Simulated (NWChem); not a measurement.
# CH, doublet; SMILES [CH]

```xyz
2

C      0.0000     0.0000    -0.1620
H      0.0000     0.0000     0.9574
```
Atoms are numbered in this order, from 1.

Program: NWChem. Spin-unrestricted. The state is orbitally degenerate and is run as one real component. Geometry: optimised at PBE0/def2-SVP, spin-unrestricted. No stability test was run on the SCF state. Solvent water, SMD (1 M gas to 1 M solution), gas-phase geometry. Reactions with the solvent are ignored.

```json
[
 {"level": "PBE0/STO-3G", "basis functions": "6", "solvation free energy (kcal/mol)": "3.9", "cavity-dispersion-structure term (kcal/mol)": "6.1", "dipole in solution (D)": "1.19"},
 {"level": "PBE0/def2-SVP", "basis functions": "19", "solvation free energy (kcal/mol)": "1.9", "cavity-dispersion-structure term (kcal/mol)": "6.1", "dipole in solution (D)": "2.00"},
 {"level": "PBE0/def2-SVPD", "basis functions": "28", "solvation free energy (kcal/mol)": "2.1", "cavity-dispersion-structure term (kcal/mol)": "6.1", "dipole in solution (D)": "2.03"},
 {"level": "PBE0/def2-TZVP", "basis functions": "37", "solvation free energy (kcal/mol)": "2.2", "cavity-dispersion-structure term (kcal/mol)": "6.1", "dipole in solution (D)": "2.01"},
 {"level": "PBE0/def2-TZVPD", "basis functions": "46", "solvation free energy (kcal/mol)": "2.3", "cavity-dispersion-structure term (kcal/mol)": "6.1", "dipole in solution (D)": "1.99"},
 {"level": "PBE0/def2-TZVPP", "basis functions": "45", "solvation free energy (kcal/mol)": "2.3", "cavity-dispersion-structure term (kcal/mol)": "6.1", "dipole in solution (D)": "2.00"}
]
```
